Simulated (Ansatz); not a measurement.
**Al2NH5: one species, many methods**

The task here is to estimate one member of a computed series from the others.

Computed with Ansatz 0.2.0, Gaussian basis. Level: functionals in def2-TZVPP, the program's frozen cores in correlated methods.

The runs, in order: LDA (SPW92), PBE-D4, revPBE-D4, BLYP-D4, r2SCAN-D4, B97M-V, PBE0-D4, B3LYP-D4, r2SCANh-D4, r2SCAN0-D4, HSE06-D4, BHLYP-D4, CAM-B3LYP-D4, LC-ωPBE, ωB97X-V, ωB97M-V, B2PLYP, PBE-QIDH; CCSD(T)/def2-SVP; CCSD(T)/def2-TZVPP; MP2/def2-QZVPP; extrapolation to the limit; RPA on PBE.

1 further run of the same task is left out (it didn't finish).

### Structure used throughout

An earlier PBE0-D4 in a triple-zeta def2 set relaxation fixed the geometry.

SMILES `[NH2][AlH][AlH2]`, 8 atoms, charge 0, spin multiplicity 1.

Atoms are counted from 1 here; the program's logs count them from 0.

Bond lengths: N1–Al2 1.774 Å, N1–H4 1.008 Å, N1–H5 1.008 Å, Al2–Al3 2.596 Å, Al2–H6 1.593 Å, Al3–H7 1.595 Å, Al3–H8 1.598 Å. Angles: Al2–N1–H4 124.7°, Al2–N1–H5 125.1°, H4–N1–H5 110.1°, N1–Al2–Al3 116.7°, N1–Al2–H6 114.9°, Al3–Al2–H6 128.4°, Al2–Al3–H7 123.4°, Al2–Al3–H8 120.9°, H7–Al3–H8 115.7°.

Set-up of the first run:

Input file in.yaml:

```yaml
crystal:
  periodic: [false, false, false]
  atoms:
    - {symbol: N, position_ang: [-1.287098, 0.844019, -0.929287]}
    - {symbol: Al, position_ang: [0.195091, 0.876118, 0.044439]}
    - {symbol: Al, position_ang: [1.120304, -1.417230, 0.833596]}
    - {symbol: H, position_ang: [-1.780361, 0.006990, -1.196256]}
    - {symbol: H, position_ang: [-1.757306, 1.656253, -1.297593]}
    - {symbol: H, position_ang: [0.784707, 2.329743, 0.322575]}
    - {symbol: H, position_ang: [2.376954, -1.569386, 1.804768]}
    - {symbol: H, position_ang: [0.439809, -2.783510, 0.361959]}
basis:
  gaussian: {orbitals: def2-TZVPP}
hamiltonian: {xc: lda}
output: {orbitals: {seedname: orbitals}}
```

Run with:

```sh
> ansatz run in.yaml --threads 2 --pin off --events-out ev --progress --plain --max-ram 4352MiB
```

Among the steps run: LDA; PBE-D4 (GGA); revPBE-D4 (GGA); BLYP-D4 (GGA); r2SCAN-D4 (meta-GGA); B97M-V (meta-GGA); PBE0-D4 (hybrid); B3LYP-D4 (hybrid); r2SCANh-D4 (hybrid); r2SCAN0-D4 (hybrid); HSE06-D4 (hybrid); BHLYP-D4 (hybrid); CAM-B3LYP-D4 (range-separated); LC-ωPBE (range-separated); ωB97X-V (range-separated); ωB97M-V (range-separated); B2PLYP (double hybrid); PBE-QIDH (double hybrid).

One table of the session follows, with a row left open; its other results are not shown here.

It belongs to the step «Frontier levels by functional». 

| functional | HOMO (eV) | LUMO (eV) | gap (eV) |
| --- | --- | --- | --- |
| LDA (SPW92) | -5.84 | -3.30 | 2.54 |
| PBE-D4 | -5.79 | -3.12 | 2.68 |
| revPBE-D4 | -5.76 | -3.03 | 2.73 |
| BLYP-D4 | -5.66 | -2.95 | 2.70 |
| r2SCAN-D4 | -6.02 | -2.95 | 3.07 |
| B97M-V | -6.07 | -3.17 | 2.90 |
| PBE0-D4 | -6.83 | -2.40 | 4.42 |
| B3LYP-D4 | ? | ? | ? |
| r2SCANh-D4 | -6.39 | -2.69 | 3.70 |
| r2SCAN0-D4 | -6.96 | -2.31 | 4.65 |
| HSE06-D4 | -6.43 | -2.77 | 3.66 |
| BHLYP-D4 | -7.76 | -1.61 | 6.15 |
| CAM-B3LYP-D4 | -8.06 | -1.42 | 6.64 |
| LC-ωPBE | -9.34 | -0.43 | 8.91 |
| ωB97X-V | -9.04 | -0.51 | 8.53 |
| ωB97M-V | -8.74 | -0.73 | 8.01 |

**Question.** Estimate the row for B3LYP-D4.

Worked estimate for «HOMO (eV)». Against the share of exact exchange, BLYP-D4 (0, -5.66), BHLYP-D4 (0.5, -7.76) give a slope of -4.20 per unit share; at 0.2 the line stands at -6.50.

As computed: HOMO (eV): -6.65; LUMO (eV): -2.55; gap (eV): 4.09. In «HOMO (eV)» the line misses by +0.15.
